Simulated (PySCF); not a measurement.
Continuum solvent and chemical shifts

Bonds (- single, = double, # triple, : aromatic): N1-C2 1.435 Å, C2-C3 1.539 Å, C3-C4 1.540 Å, C4-C5 1.539 Å, C5-C2 1.553 Å. N1 carries H6, H7; C2 carries H8; C3 carries H9, H10; C4 carries H11, H12; C5 carries H13, H14. H10, H11, H14 are cis to N1 on the ring; H9, H12, H13 are trans to N1 on the ring.

GIAO PBE0/pcSseg-1 in PySCF 2.14 on one PBE0-D3(BJ)/def2-SVP conformer, non-relativistic, equivalent nuclei averaged. Solvents enter as an IEF-PCM continuum (dimethylsulfoxide with ε = 46.8, water with ε = 78.4) around the gas-phase geometry. Shifts are referred to TMS computed in the same medium.

Gas phase, δ in ppm: C2 51.4, C3/C5 37.1, C4 14.6, H8 2.96, H9/H13 2.13, H11 1.39, H12 1.32, H10/H14 1.32, H6/H7 0.47. Dipole moment 1.23 D.

Problem. How does each δ change in the continuum?

Solution. 
```json
{"atoms": "C2", "environment": "sp3 CH bonded to N", "Δδ, dimethylsulfoxide": "+0.4", "Δδ, water": "+0.4"}
{"atoms": "C3/C5", "environment": "sp3 CH2 in a ring", "Δδ, dimethylsulfoxide": "-0.3", "Δδ, water": "-0.3"}
{"atoms": "C4", "environment": "sp3 CH2 in a ring", "Δδ, dimethylsulfoxide": "+0.3", "Δδ, water": "+0.3"}
{"atoms": "H8", "environment": "hydrogen on an sp3 CH bonded to N", "Δδ, dimethylsulfoxide": "+0.06", "Δδ, water": "+0.06"}
{"atoms": "H9/H13", "environment": "hydrogen on an sp3 CH2 in a ring", "Δδ, dimethylsulfoxide": "-0.07", "Δδ, water": "-0.07"}
{"atoms": "H11", "environment": "hydrogen on an sp3 CH2 in a ring", "Δδ, dimethylsulfoxide": "-0.01", "Δδ, water": "-0.01"}
{"atoms": "H12", "environment": "hydrogen on an sp3 CH2 in a ring", "Δδ, dimethylsulfoxide": "+0.03", "Δδ, water": "+0.03"}
{"atoms": "H10/H14", "environment": "hydrogen on an sp3 CH2 in a ring", "Δδ, dimethylsulfoxide": "+0.14", "Δδ, water": "+0.15"}
{"atoms": "H6/H7", "environment": "hydrogen on an amine nitrogen", "Δδ, dimethylsulfoxide": "+0.40", "Δδ, water": "+0.41"}
```

Changes are relative to the gas phase. The dipole moment becomes 1.60 D in dimethylsulfoxide, 1.61 D in water.

Problem. Which nuclei move most (in ppm), and what does the model miss?

Solution. C2 (sp3 CH bonded to N, +0.4 ppm) and H6/H7 (hydrogen on an amine nitrogen, +0.41 ppm) in water. A continuum only polarises the solute; specific hydrogen bonds, the anisotropy of aromatic solvents and changes of geometry or conformer are outside it.
